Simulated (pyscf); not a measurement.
# Routes from H₃C–CH₂–AlH–NH₂

Candidate steps break at most two bonds and form at most two. Each was searched with GFN2-xTB (tblite) first. PySCF, gas phase, ωB97X-D3(BJ)/def2-SVP geometries. Correlated levels are frozen-core, on RHF or UHF. ΔMP2 is the change of the MP2 total energy from the triple- to the quadruple-zeta basis. Energies: CCSD(T)/def2-TZVPP + ΔMP2(QZVPP), kcal/mol, from the reactant's lowest minimum found, singlet surface; ΔG‡ with ideal gas, 1 atm, RRHO with modes under 100 cm⁻¹ raised to 100, one conformer, R ln 2 for chiral ones without a mode under 150 cm⁻¹.

| products | type | ΔE‡ | ΔE | ΔG‡ 298 K | ΔG‡ 900 K | ν‡ (cm⁻¹) |
|---|---|---|---|---|---|---|
| H₂N–AlH₂ + H₂C=CH₂ | elimination | 42.1 | +30.9 | 39.6 | 41.4 | 784i |
| H₃C–Al(CH₃)–NH₂ | concerted two-bond exchange | 80.7 | -14.9 | 75.4 | 72.7 | 493i |

Row 1: On the product side the descent ends in a bound adduct, 9.1 kcal/mol under the separated species and 16.3 kcal/mol under the saddle at ωB97X-D3(BJ)/def2-TZVP. 

Plain bond fissions and candidates not yet searched are not listed, and one of them may be faster. Each barrier is that of the saddle found; lower ones may exist. The CCSD(T) − MP2 part came from Ansatz, without density fitting, on the same reference.
